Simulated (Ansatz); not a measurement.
Basis-set series for C3H6Cl2, SMILES `CC(C)(Cl)Cl`. Charge 0, multiplicity 1. Geometry: relaxed with PBE0-D4/def2-TZVP.

| functional | basis | functions | energy (Eh) | HOMO (eV) | LUMO (eV) |
| --- | --- | --- | --- | --- | --- |
| PBE0-D4 | def2-SVP | 108 | -1037.52608 | -8.23 | 0.72 |
| PBE0-D4 | def2-TZVPP | 261 | -1037.97335 | -8.43 | 0.15 |
| ωB97M-V | def2-SVP | 108 | -1037.85071 | -10.47 | 3.00 |
| ωB97M-V | def2-TZVPP | 261 | -1038.30261 | -10.71 | 2.34 |

**Question.** Give the rows for def2-QZVPP. (Estimate.)

**Answer.** Ansatz gave: 
```tsv
functional	basis	functions	energy (Eh)	HOMO (eV)	LUMO (eV)
PBE0-D4	def2-QZVPP	491	-1038.00709	-8.47	-0.06
ωB97M-V	def2-QZVPP	491	-1038.33521	-10.76	1.75
```

Positive LUMOs are unbound and depend on the basis.
